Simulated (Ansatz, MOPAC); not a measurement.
Species: CH3O, net charge 0, doublet state. SMILES: [CH2]O

Atoms: C1, O2, H3, H4, H5. Bonds: C1-O2, C1-H4, C1-H5, O2-H3.

Bond lengths (Å) and angles (degrees) optimised at PM7 with MOPAC; B3LYP/6-31G* with Ansatz (a first-principles code); MP2/6-31G* with Ansatz, each started from the B3LYP-D3(BJ)/def2-TZVP structure (Ansatz) of the last column. A row stands for all coordinates that are equal there; 7 of 8 kinds are shown. 6-31G* holds six Cartesian d functions. No wavenumbers were computed at MP2/6-31G*, so these may be saddle points.

```json
[
 {"coordinate": "C1-O2", "PM7": "1.332", "B3LYP/6-31G*": "1.370", "MP2/6-31G*": "1.375", "B3LYP-D3(BJ)/def2-TZVP": "1.364"},
 {"coordinate": "C1-H4", "PM7": "1.057", "B3LYP/6-31G*": "1.089", "MP2/6-31G*": "1.086", "B3LYP-D3(BJ)/def2-TZVP": "1.082"},
 {"coordinate": "C1-H5", "PM7": "1.063", "B3LYP/6-31G*": "1.084", "MP2/6-31G*": "1.081", "B3LYP-D3(BJ)/def2-TZVP": "1.079"},
 {"coordinate": "O2-H3", "PM7": "0.990", "B3LYP/6-31G*": "0.969", "MP2/6-31G*": "0.971", "B3LYP-D3(BJ)/def2-TZVP": "0.963"},
 {"coordinate": "O2-C1-H4", "PM7": "122.4", "B3LYP/6-31G*": "118.5", "MP2/6-31G*": "118.2", "B3LYP-D3(BJ)/def2-TZVP": "119.1"},
 {"coordinate": "O2-C1-H5", "PM7": "112.4", "B3LYP/6-31G*": "112.6", "MP2/6-31G*": "112.2", "B3LYP-D3(BJ)/def2-TZVP": "113.7"},
 {"coordinate": "C1-O2-H3", "PM7": "111.9", "B3LYP/6-31G*": "108.9", "MP2/6-31G*": "108.4", "B3LYP-D3(BJ)/def2-TZVP": "109.9"}
]
```

Mean signed difference of all 4 bond lengths from B3LYP-D3(BJ)/def2-TZVP: PM7 -0.012 Å, B3LYP/6-31G* 0.006 Å, MP2/6-31G* 0.006 Å.
